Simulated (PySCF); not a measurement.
Compound: C₄H₇ClO.
SMILES with atom numbers: `[CH3:1][CH2:2][CH2:3][C:4](=[O:5])[Cl:6]` (hydrogens: H7, H8, H9 on C1; H10, H11 on C2; H12, H13 on C3)

Computed, not measured: PBE0-D3(BJ)/def2-SVP geometry optimisation, gas phase (PySCF).

Question: List the bond lengths, angles and torsions at this level.

Answer: 
| bond | length (Å) | order |
| --- | --- | --- |
| C1–C2 | 1.520 | single |
| C2–C3 | 1.520 | single |
| C3–C4 | 1.499 | single |
| C4=O5 | 1.182 | double |
| C4–Cl6 | 1.798 | single |
| C1–H7, C1–H8, C1–H9 | 1.101 | single |
| C2–H10, C2–H11 | 1.102 | single |
| C3–H12, C3–H13 | 1.104 | single |

Bonds in one row agree within 0.01 Å and their mean is given. Orders are formal, as drawn. A selection of angles:
| angle | degrees |
| --- | --- |
| C2–C1–H7 | 111.4 |
| H7–C1–H8 | 107.4 |
| C1–C2–C3 | 112.3 |
| C1–C2–H10 | 110.4 |
| C3–C2–H10 | 109.0 |
| H10–C2–H11 | 105.6 |
| C2–C3–C4 | 113.5 |
| C2–C3–H12 | 111.9 |
| C4–C3–H12 | 106.9 |
| H12–C3–H13 | 104.8 |
| C3–C4–O5 | 127.6 |
| C3–C4–Cl6 | 111.8 |
| O5–C4–Cl6 | 120.6 |

Torsions: C1–C2–C3–C4 179° (antiperiplanar); C2–C3–C4–O5 -1° (synperiplanar). The mirror-image conformer, all signs reversed, is as good.

Of the pairs four or more bonds apart, O5···H10 is among the closest relative to their van der Waals radii: 2.77 Å, 102 % of the sum of Bondi's values. The 3 C–C bonds span 1.499 Å (C3–C4, drawn single) to 1.520 Å (C1–C2, drawn single), a spread of 0.021 Å. The 6 heavy atoms lie in one plane (0.011 Å rms).

Point group: near Cs, missed by 0.09 Å at most; the miss may be what the optimiser left on a soft mode. No frequency check. One conformer, not necessarily the lowest.
